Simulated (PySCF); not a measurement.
Calculation: PBE0-D4/def2-TZVP run with PySCF 2.14.0. Gas-phase values, no solvent. One relaxed conformer stands for a flexible species; it need not be the lowest. 

Reference species (SMILES): `[CH2]S` (neutral, multiplicity 2).

```yaml
highest_occupied_spin_orbital: -5.24 eV
```

Changed species: `[N+]#[C-]` (radical fragment; the reference has radical fragment).

Question: What does the change do to the highest occupied spin orbital?

Answer: the highest occupied spin orbital falls by 5.59 eV, to -10.83 eV.
